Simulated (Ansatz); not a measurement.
Ansatz (a quantum-chemistry and plane-wave program) input (B3LYP/6-31G*):

Ansatz 0.2 input:
```yaml
crystal:
  periodic: [false, false, false]
  atoms:
    - {symbol: C, position_ang: [0.00269255, 0.01964695, 0.11271491]}
    - {symbol: C, position_ang: [0.09812344, 0.43093035, 1.32695562]}
    - {symbol: C, position_ang: [-0.04934613, -0.27192541, -1.20590059]}
    - {symbol: H, position_ang: [-0.15972428, -0.26002680, 2.14614666]}
    - {symbol: H, position_ang: [0.80175584, -0.69751875, -1.74449275]}
    - {symbol: H, position_ang: [-0.95085072, -0.11436583, -1.80427358]}
basis:
  gaussian:
    orbitals: 6-31G*
hamiltonian:
  xc: {name: B3LYP}
total_charge: -1
phonons: {temperatures: {t_min: 298.15, t_max: 298.15, t_step: 100}}
```

Output:

```
WARN ansatz: RAYON_NUM_THREADS=1 ignored (pool sized by the plan → 1); use --threads N
Functional definition: B3LYP
integrals: 0.01 GiB planned
588 factors; integrals over basis functions are off by at most 4.2e-4 eV
mean field: 0.12 GiB planned
mean field evaluation 1: about -3154.6033 eV, gradient 2.9e1 eV
mean field evaluation 2: about -3151.7735 eV, gradient 4.3e1 eV
mean field evaluation 4: about -3156.7154 eV, gradient 1.6e0 eV
mean field evaluation 8: about -3156.7213 eV, gradient 1.9e-2 eV
mean field -3156.72132003 eV, -116.0073688086 hartree, gradient 1.9e-5 eV, S^2 0.000000; 0 other end points of the search recorded, 0 dependent functions left out
the calculation of the forces begins
reference -3156.72150919 eV, -116.0073757600 hartree; 11, 11 occupied and 40, 40 virtual orbitals, 588 factors
these checks for a lower state are left out or cut short: stability, starts, cluster_reference, orbital_swaps, neighbouring_geometries, increment
integrals: 0.01 GiB planned
588 factors; integrals over basis functions are off by at most 4.2e-4 eV
mean field: 0.12 GiB planned
mean field evaluation 16: about -3156.7218 eV, gradient 1.5e-1 eV
mean field -3156.72127168 eV, -116.0073670319 hartree, gradient 1.4e-6 eV, S^2 0.000000; 0 other end points of the search recorded, 0 dependent functions left out
the calculation of the forces begins
reference -3156.72146078 eV, -116.0073739811 hartree; 11, 11 occupied and 40, 40 virtual orbitals, 588 factors
these checks for a lower state are left out or cut short: stability, starts, cluster_reference, orbital_swaps, neighbouring_geometries, increment
integrals: 0.01 GiB planned
588 factors; integrals over basis functions are off by at most 4.2e-4 eV
mean field: 0.12 GiB planned
mean field -3156.72126037 eV, -116.0073666161 hartree, gradient 1.1e-6 eV, S^2 0.000000; 0 other end points of the search recorded, 0 dependent functions left out
the calculation of the forces begins
reference -3156.72144959 eV, -116.0073735698 hartree; 11, 11 occupied and 40, 40 virtual orbitals, 588 factors
these checks for a lower state are left out or cut short: stability, starts, cluster_reference, orbital_swaps, neighbouring_geometries, increment
integrals: 0.01 GiB planned
588 factors; integrals over basis functions are off by at most 4.2e-4 eV
mean field: 0.12 GiB planned
mean field evaluation 32: about -3156.7211 eV, gradient 1.2e-4 eV
mean field -3156.72113201 eV, -116.0073618988 hartree, gradient 2.5e-6 eV, S^2 0.000000; 0 other end points of the search recorded, 0 dependent functions left out
the calculation of the forces begins
reference -3156.72132121 eV, -116.0073688520 hartree; 11, 11 occupied and 40, 40 virtual orbitals, 588 factors
these checks for a lower state are left out or cut short: stability, starts, cluster_reference, orbital_swaps, neighbouring_geometries, increment
integrals: 0.01 GiB planned
588 factors; integrals over basis functions are off by at most 4.2e-4 eV
mean field: 0.12 GiB planned
mean field -3156.72113194 eV, -116.0073618963 hartree, gradient 2.2e-6 eV, S^2 0.000000; 0 other end points of the search recorded, 0 dependent functions left out
the calculation of the forces begins
reference -3156.72132105 eV, -116.0073688460 hartree; 11, 11 occupied and 40, 40 virtual orbitals, 588 factors
these checks for a lower state are left out or cut short: stability, starts, cluster_reference, orbital_swaps, neighbouring_geometries, increment
integrals: 0.01 GiB planned
588 factors; integrals over basis functions are off by at most 4.2e-4 eV
mean field: 0.12 GiB planned
mean field -3156.72125469 eV, -116.0073664074 hartree, gradient 1.3e-6 eV, S^2 0.000000; 0 other end points of the search recorded, 0 dependent functions left out
the calculation of the forces begins
reference -3156.72144394 eV, -116.0073733623 hartree; 11, 11 occupied and 40, 40 virtual orbitals, 588 factors
these checks for a lower state are left out or cut short: stability, starts, cluster_reference, orbital_swaps, neighbouring_geometries, increment
integrals: 0.01 GiB planned
588 factors; integrals over basis functions are off by at most 4.2e-4 eV
mean field: 0.12 GiB planned
mean field -3156.72125639 eV, -116.0073664699 hartree, gradient 1.8e-6 eV, S^2 0.000000; 0 other end points of the search recorded, 0 dependent functions left out
the calculation of the forces begins
reference -3156.72144546 eV, -116.0073734179 hartree; 11, 11 occupied and 40, 40 virtual orbitals, 588 factors
these checks for a lower state are left out or cut short: stability, starts, cluster_reference, orbital_swaps, neighbouring_geometries, increment
integrals: 0.01 GiB planned
588 factors; integrals over basis functions are off by at most 4.2e-4 eV
mean field: 0.12 GiB planned
[...]
588 factors; integrals over basis functions are off by at most 4.2e-4 eV
mean field: 0.12 GiB planned
mean field -3156.72130160 eV, -116.0073681311 hartree, gradient 7.0e-7 eV, S^2 0.000000; 0 other end points of the search recorded, 0 dependent functions left out
the calculation of the forces begins
reference -3156.72149071 eV, -116.0073750810 hartree; 11, 11 occupied and 40, 40 virtual orbitals, 588 factors
these checks for a lower state are left out or cut short: stability, starts, cluster_reference, orbital_swaps, neighbouring_geometries, increment
integrals: 0.01 GiB planned
588 factors; integrals over basis functions are off by at most 4.2e-4 eV
mean field: 0.12 GiB planned
mean field -3156.72113095 eV, -116.0073618602 hartree, gradient 1.4e-6 eV, S^2 0.000000; 0 other end points of the search recorded, 0 dependent functions left out
the calculation of the forces begins
reference -3156.72132000 eV, -116.0073688074 hartree; 11, 11 occupied and 40, 40 virtual orbitals, 588 factors
these checks for a lower state are left out or cut short: stability, starts, cluster_reference, orbital_swaps, neighbouring_geometries, increment
integrals: 0.01 GiB planned
588 factors; integrals over basis functions are off by at most 4.2e-4 eV
mean field: 0.12 GiB planned
mean field -3156.72112953 eV, -116.0073618077 hartree, gradient 1.0e-6 eV, S^2 0.000000; 0 other end points of the search recorded, 0 dependent functions left out
the calculation of the forces begins
reference -3156.72131880 eV, -116.0073687633 hartree; 11, 11 occupied and 40, 40 virtual orbitals, 588 factors
these checks for a lower state are left out or cut short: stability, starts, cluster_reference, orbital_swaps, neighbouring_geometries, increment
integrals: 0.01 GiB planned
588 factors; integrals over basis functions are off by at most 4.2e-4 eV
mean field: 0.12 GiB planned
mean field evaluation 96: about -3156.7213 eV, gradient 1.8e-5 eV
mean field -3156.72127685 eV, -116.0073672216 hartree, gradient 1.1e-6 eV, S^2 0.000000; 0 other end points of the search recorded, 0 dependent functions left out
the calculation of the forces begins
reference -3156.72146595 eV, -116.0073741710 hartree; 11, 11 occupied and 40, 40 virtual orbitals, 588 factors
these checks for a lower state are left out or cut short: stability, starts, cluster_reference, orbital_swaps, neighbouring_geometries, increment
integrals: 0.01 GiB planned
588 factors; integrals over basis functions are off by at most 4.2e-4 eV
mean field: 0.12 GiB planned
mean field -3156.72128004 eV, -116.0073673389 hartree, gradient 9.6e-7 eV, S^2 0.000000; 0 other end points of the search recorded, 0 dependent functions left out
the calculation of the forces begins
reference -3156.72146925 eV, -116.0073742923 hartree; 11, 11 occupied and 40, 40 virtual orbitals, 588 factors
these checks for a lower state are left out or cut short: stability, starts, cluster_reference, orbital_swaps, neighbouring_geometries, increment
integrals: 0.01 GiB planned
588 factors; integrals over basis functions are off by at most 4.2e-4 eV
mean field: 0.12 GiB planned
mean field -3156.72128556 eV, -116.0073675419 hartree, gradient 1.4e-6 eV, S^2 0.000000; 0 other end points of the search recorded, 0 dependent functions left out
the calculation of the forces begins
reference -3156.72147467 eV, -116.0073744914 hartree; 11, 11 occupied and 40, 40 virtual orbitals, 588 factors
these checks for a lower state are left out or cut short: stability, starts, cluster_reference, orbital_swaps, neighbouring_geometries, increment
integrals: 0.01 GiB planned
588 factors; integrals over basis functions are off by at most 4.2e-4 eV
mean field: 0.12 GiB planned
mean field -3156.72128812 eV, -116.0073676358 hartree, gradient 2.1e-6 eV, S^2 0.000000; 0 other end points of the search recorded, 0 dependent functions left out
the calculation of the forces begins
reference -3156.72147733 eV, -116.0073745891 hartree; 11, 11 occupied and 40, 40 virtual orbitals, 588 factors
these checks for a lower state are left out or cut short: stability, starts, cluster_reference, orbital_swaps, neighbouring_geometries, increment
integrals: 0.01 GiB planned
588 factors; integrals over basis functions are off by at most 4.2e-4 eV
mean field: 0.12 GiB planned
mean field -3156.72125267 eV, -116.0073663332 hartree, gradient 1.1e-6 eV, S^2 0.000000; 0 other end points of the search recorded, 0 dependent functions left out
the calculation of the forces begins
reference -3156.72144188 eV, -116.0073732863 hartree; 11, 11 occupied and 40, 40 virtual orbitals, 588 factors
these checks for a lower state are left out or cut short: stability, starts, cluster_reference, orbital_swaps, neighbouring_geometries, increment
integrals: 0.01 GiB planned
588 factors; integrals over basis functions are off by at most 4.2e-4 eV
mean field: 0.12 GiB planned
mean field evaluation 128: about -3156.7213 eV, gradient 1.7e-5 eV
mean field -3156.72125259 eV, -116.0073663303 hartree, gradient 1.6e-6 eV, S^2 0.000000; 0 other end points of the search recorded, 0 dependent functions left out
the calculation of the forces begins
reference -3156.72144171 eV, -116.0073732801 hartree; 11, 11 occupied and 40, 40 virtual orbitals, 588 factors
these checks for a lower state are left out or cut short: stability, starts, cluster_reference, orbital_swaps, neighbouring_geometries, increment
integrals: 0.01 GiB planned
588 factors; integrals over basis functions are off by at most 4.2e-4 eV
mean field: 0.12 GiB planned
mean field -3156.72130257 eV, -116.0073681670 hartree, gradient 2.2e-6 eV, S^2 0.000000; 0 other end points of the search recorded, 0 dependent functions left out
the calculation of the forces begins
reference -3156.72149171 eV, -116.0073751176 hartree; 11, 11 occupied and 40, 40 virtual orbitals, 588 factors
these checks for a lower state are left out or cut short: stability, starts, cluster_reference, orbital_swaps, neighbouring_geometries, increment
integrals: 0.01 GiB planned
588 factors; integrals over basis functions are off by at most 4.2e-4 eV
mean field: 0.12 GiB planned
mean field -3156.72130249 eV, -116.0073681639 hartree, gradient 1.6e-6 eV, S^2 0.000000; 0 other end points of the search recorded, 0 dependent functions left out
the calculation of the forces begins
reference -3156.72149167 eV, -116.0073751162 hartree; 11, 11 occupied and 40, 40 virtual orbitals, 588 factors
these checks for a lower state are left out or cut short: stability, starts, cluster_reference, orbital_swaps, neighbouring_geometries, increment
integrals: 0.01 GiB planned
588 factors; integrals over basis functions are off by at most 4.2e-4 eV
mean field: 0.12 GiB planned
mean field -3156.72128411 eV, -116.0073674884 hartree, gradient 2.7e-6 eV, S^2 0.000000; 0 other end points of the search recorded, 0 dependent functions left out
the calculation of the forces begins
reference -3156.72147320 eV, -116.0073744374 hartree; 11, 11 occupied and 40, 40 virtual orbitals, 588 factors
these checks for a lower state are left out or cut short: stability, starts, cluster_reference, orbital_swaps, neighbouring_geometries, increment
integrals: 0.01 GiB planned
588 factors; integrals over basis functions are off by at most 4.2e-4 eV
mean field: 0.12 GiB planned
mean field -3156.72128465 eV, -116.0073675083 hartree, gradient 9.7e-7 eV, S^2 0.000000; 0 other end points of the search recorded, 0 dependent functions left out
the calculation of the forces begins
reference -3156.72147387 eV, -116.0073744622 hartree; 11, 11 occupied and 40, 40 virtual orbitals, 588 factors
Total energy: -3156.72150919 eV, -116.0073757600 hartree
Atom 0 at     0.002693     0.019647     0.112715 Å, force     0.000715     0.002150     0.000010 eV/Å
Atom 1 at     0.098123     0.430930     1.326956 Å, force    -0.000114    -0.000332     0.000096 eV/Å
Atom 2 at    -0.049346    -0.271925    -1.205901 Å, force    -0.000382    -0.001211    -0.000620 eV/Å
Atom 3 at    -0.159724    -0.260027     2.146147 Å, force    -0.000214    -0.000569     0.000723 eV/Å
Atom 4 at     0.801756    -0.697519    -1.744493 Å, force    -0.000061     0.000001    -0.000106 eV/Å
Atom 5 at    -0.950851    -0.114366    -1.804274 Å, force     0.000055    -0.000038    -0.000102 eV/Å
Dipole moment:    -0.097507    -0.323593    -0.297964 e Å
Vibrations: 405.66 440.27 512.57 834.91 879.52 1052.14 1128.66 1490.03 1946.18 3003.37 3063.95 3103.45 cm⁻¹, zero-point energy 1.107222 eV
```

The blocks after the first are displaced geometries, from whose forces the wavenumbers follow.

The dipole moment of an ion depends on the origin.
